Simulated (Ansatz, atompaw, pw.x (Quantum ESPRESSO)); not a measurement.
**Mg: does the PAW (atompaw) potential hold in the solid?**

```json
{
  "Element": "magnesium",
  "Generator": "atompaw 4.2.0.5",
  "Type": "PAW",
  "Functional": "PBEsol",
  "Relativity": "scalar-relativistic",
  "Frozen core": "[Ne]",
  "Valence charge": "2",
  "Reference configuration": "3s2 3p0",
  "Partial waves": "3s (bound): rc 3.00 bohr; 3s channel at 0.85 Ry: rc 1.75 bohr; 3p (bound, empty): rc 3.00 bohr; 3p channel at 2.2 Ry: rc 3.00 bohr; 3d channel at 0.25 Ry: rc 3.00 bohr; 3d channel at 2.2 Ry: rc 2.45 bohr",
  "Local potential": "bessel scheme, radius 2.90 bohr",
  "Core correction": "smooth core density matched at 2.85 bohr",
  "Augmentation charge": "sinc compensation charge, radius 2.75 bohr; PAW radius 3.00 bohr; waves and projectors: custom polynom vanderbiltortho"
}
```

Crystal test: bcc Mg in pw.x 7.5, no spin, 13³ k-points, Fermi–Dirac smearing 0.01 Ry, cutoffs 40/400 Ry. The reference is all-electron LAPW (Ansatz 0.2.0) with the same functional, mesh and smearing; V0 and B0 come from Birch–Murnaghan fits to the pressures at five volumes. Errors are pseudo minus all-electron; Δ is the rms difference of the E(V) curves that follow from these fits, minima aligned, over ±6 % about the mean V0. Mesh and smearing are coarse, so the numbers serve the comparison and aren't converged zero-temperature values; the lattice is a test structure that the element need not adopt.

All-electron: a0 = 3.559 Å (V0 = 22.55 Å³/atom), B0 = 36.1 GPa.

Question: How far does the potential miss the all-electron equation of state?

Answer: mean pressure error (GPa): +0.11; a0 (Å): 3.563; a0 error (%): +0.10; B0 error (%): +1.0; Δ (meV/atom): 0.5. The logarithmic derivative shows an extra or strongly shifted pseudo pole above the reference energy (s near 1.41 Ry).

```
V (Å³/atom)  P all-electron (GPa)  P pseudo (GPa)
     21.324                  2.25            2.41
     21.885                  1.14            1.27
     22.446                  0.16            0.27
     23.007                 -0.70           -0.61
     23.568                 -1.46           -1.39
```

Question: At the middle volume, how do free energy and pressure move when the wave cutoff is lowered (ecutrho held at 400 Ry)?

Answer:

```json
{"cutoff (Ry)": "18", "shift of F (meV/atom)": "+0.2", "shift of P (GPa)": "-0.00"}
{"cutoff (Ry)": "24", "shift of F (meV/atom)": "+0.1", "shift of P (GPa)": "+0.00"}
{"cutoff (Ry)": "32", "shift of F (meV/atom)": "+0.0", "shift of P (GPa)": "-0.00"}
```

Input at the middle volume:

```
&control
  calculation='scf', prefix='x', pseudo_dir='./', outdir='./tmp', tstress=.true., disk_io='none'
/
&system
  ibrav=0, nat=1, ntyp=1, ecutwfc=40, ecutrho=400, nbnd=8,
  occupations='smearing', smearing='fd', degauss=0.01
/
&electrons
  conv_thr=1e-09, mixing_beta=0.4, electron_maxstep=70
/
ATOMIC_SPECIES
Mg 1.0 Mg.UPF
CELL_PARAMETERS angstrom
  -1.77702276 1.77702276 1.77702276
  1.77702276 -1.77702276 1.77702276
  1.77702276 1.77702276 -1.77702276
ATOMIC_POSITIONS crystal
Mg 0.0000 0.0000 0.0000
K_POINTS automatic
13 13 13 0 0 0
```

```bash
pw.x < Mg.scf.in > Mg.scf.out
```

Lines of the output:

```
Message from routine setup:
     using ibrav=0 with symmetry is DISCOURAGED, use correct ibrav instead
     lattice parameter (alat)  =       5.8164  a.u.
     unit-cell volume          =     151.4731 (a.u.)^3
     number of electrons       =         2.00
     number of Kohn-Sham states=            8
     kinetic-energy cutoff     =      40.0000  Ry
     charge density cutoff     =     400.0000  Ry
     scf convergence threshold =      1.0E-09
     Exchange-correlation= SLA PW PSX PSC
     number of k points=    84  Fermi-Dirac smearing, width (Ry)=  0.0100
     iteration #  1     ecut=    40.00 Ry     beta= 0.40
     total energy              =     -32.71769570 Ry
     estimated scf accuracy    <       0.00393352 Ry
     iteration #  2     ecut=    40.00 Ry     beta= 0.40
     total energy              =     -32.71786250 Ry
     estimated scf accuracy    <       0.00131114 Ry
     iteration #  3     ecut=    40.00 Ry     beta= 0.40
     total energy              =     -32.71791802 Ry
     estimated scf accuracy    <       0.00000046 Ry
     iteration #  4     ecut=    40.00 Ry     beta= 0.40
     total energy              =     -32.71796158 Ry
     estimated scf accuracy    <       0.00000290 Ry
     iteration #  5     ecut=    40.00 Ry     beta= 0.40
     total energy              =     -32.71796124 Ry
     estimated scf accuracy    <       0.00000165 Ry
     iteration #  6     ecut=    40.00 Ry     beta= 0.40
     total energy              =     -32.71796176 Ry
     estimated scf accuracy    <       0.00000104 Ry
     iteration #  7     ecut=    40.00 Ry     beta= 0.40
     total energy              =     -32.71796208 Ry
     estimated scf accuracy    <       0.00000055 Ry
     iteration #  8     ecut=    40.00 Ry     beta= 0.40
     total energy              =     -32.71796226 Ry
     estimated scf accuracy    <       0.00000024 Ry
     iteration #  9     ecut=    40.00 Ry     beta= 0.40
     total energy              =     -32.71796226 Ry
     estimated scf accuracy    <       0.00000008 Ry
     iteration # 10     ecut=    40.00 Ry     beta= 0.40
     total energy              =     -32.71796226 Ry
     estimated scf accuracy    <       0.00000010 Ry
     iteration # 11     ecut=    40.00 Ry     beta= 0.40
     total energy              =     -32.71796227 Ry
     estimated scf accuracy    <       0.00000011 Ry
     iteration # 12     ecut=    40.00 Ry     beta= 0.40
     total energy              =     -32.71796237 Ry
     estimated scf accuracy    <       0.00000011 Ry
     iteration # 13     ecut=    40.00 Ry     beta= 0.40
     total energy              =     -32.71796238 Ry
     estimated scf accuracy    <          7.6E-09 Ry
     iteration # 14     ecut=    40.00 Ry     beta= 0.40
     total energy              =     -32.71796239 Ry
     estimated scf accuracy    <          1.1E-09 Ry
     iteration # 15     ecut=    40.00 Ry     beta= 0.40
     total energy              =     -32.71796239 Ry
     estimated scf accuracy    <          1.3E-09 Ry
     iteration # 16     ecut=    40.00 Ry     beta= 0.40
     the Fermi energy is     3.7331 ev
!    total energy              =     -32.71796239 Ry
     estimated scf accuracy    <          7.5E-10 Ry
     smearing contrib. (-TS)   =      -0.00214635 Ry
     The total energy is F=E-TS. E is the sum of the following terms:
     one-electron contribution =       1.45410696 Ry
     hartree contribution      =       0.00254595 Ry
     xc contribution           =      -0.88970963 Ry
     ewald contribution        =      -2.16744484 Ry
     one-center paw contrib.   =     -31.11531449 Ry
     convergence has been achieved in  16 iterations
          total   stress  (Ry/bohr**3)                   (kbar)     P=        2.73
     Message from routine punch:
     Nothing written, as per user request (disk_io='none')
```

The run at the middle volume (84 k-points, 16 iterations) took about 11 s on one core of a shared host (Intel(R) Xeon(R) 6975P-C, 192 threads, 378 GiB, load 94).
